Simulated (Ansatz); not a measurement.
AlN₂. Charge 0, multiplicity 2. Geometry r2SCAN-D4/def2-TZVP; atoms count from 1.

Cartesian coordinates in Å:
```
Al -1.6028 0.2638 -0.4846
N 0.2673 -0.0362 0.0819
N 1.3356 -0.2276 0.4027
```

The structure comes from a short search, and lower isomers may exist.

**Question.** Estimate the Mulliken populations from the PBE0/def2-TZVP orbitals of Ansatz.

**Answer.** 
| atom | charge (e) | spin (α − β) |
| --- | --- | --- |
| Al1 | 0.12 | 0.48 |
| N2 | -0.06 | 0.09 |
| N3 | -0.06 | 0.43 |
Mulliken values and Mayer orders depend strongly on the basis.

**Question.** Where does the spin sit?

**Answer.** Summed by element: Al 0.48, N 0.52, of 1 unpaired in all. Largest on single atoms: Al1 0.48, N3 0.43, N2 0.09.

**Question.** And the Mayer bond orders between bonded heavy atoms (over 0.3)?

**Answer.** Al1–N2 0.80 (1.98 Å); N2–N3 2.23 (1.13 Å).
